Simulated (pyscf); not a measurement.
PySCF, gas phase, ωB97X-D3(BJ)/def2-SVP geometries.

Question: For the elementary gas-phase step H₂N–GeH₂–Cl + H• → Cl–GeH₂• + NH₃ (doublet surface; Ge–N broken, H–N formed), what barrier and reaction energy does ωB97X-D3(BJ)/def2-TZVP give, measured from the separated reactants?

Answer: ΔE‡ = 13.2 kcal/mol, ΔE = -18.2 kcal/mol. ωB97M-D3(BJ)/def2-TZVP gives 10.7 kcal/mol and -22.1 kcal/mol. Zero-point energy shifts the barrier by +1.9 kcal/mol. It is a substitution at N, with an imaginary mode of 1520i cm⁻¹. On the product side the descent ends in a bound adduct, 8.3 kcal/mol under the separated species and 39.7 kcal/mol under the saddle at ωB97X-D3(BJ)/def2-TZVP. Abstraction by the radical was not located in this set and often lies lower. This is the saddle that the search found; another between the same sides may lie lower. The angle at the attacked N is 138°. Elements up to Kr have no core potential and no relativistic terms here.
